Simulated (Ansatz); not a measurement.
Mulliken charges of `[BH3-][NH3+]` from B3LYP/def2-TZVPP in Ansatz (PBE0-D4/def2-TZVP geometry).

```json
{"atom": "B1", "x (Å)": "-0.191", "y (Å)": "0.251", "z (Å)": "-0.775", "charge (e)": "-0.333"}
{"atom": "N2", "x (Å)": "0.207", "y (Å)": "-0.255", "z (Å)": "0.732", "charge (e)": "-0.123"}
{"atom": "H3", "x (Å)": "-0.078", "y (Å)": "-0.728", "z (Å)": "-1.481", "charge (e)": "-0.023"}
{"atom": "H4", "x (Å)": "-1.333", "y (Å)": "0.650", "z (Å)": "-0.687", "charge (e)": "-0.023"}
{"atom": "H5", "x (Å)": "0.604", "y (Å)": "1.127", "z (Å)": "-1.038", "charge (e)": "-0.023"}
{"atom": "H6", "x (Å)": "0.141", "y (Å)": "0.507", "z (Å)": "1.399", "charge (e)": "0.175"}
{"atom": "H7", "x (Å)": "1.157", "y (Å)": "-0.611", "z (Å)": "0.755", "charge (e)": "0.175"}
{"atom": "H8", "x (Å)": "-0.414", "y (Å)": "-0.996", "z (Å)": "1.041", "charge (e)": "0.175"}
```

Question: By hand: the dipole of these point charges (1 e Å = 4.8032 D).

Answer: Σ q r = (0.211, -0.269, 0.801) e Å, of length 0.871 e Å = 4.18 D.

Question: How does the dipole of the full density compare? (Estimate.)

Answer: Ansatz gave: (0.272, -0.346, 1.032) e Å, 5.39 D; the point charges give 0.78 times that, at 0° from its direction.

Point charges leave out the atoms' own dipoles, such as those of lone pairs, and Mulliken's split depends on the basis, so the two needn't agree.

B3LYP here is the variant with VWN-RPA as its local correlation; programs differ in this.
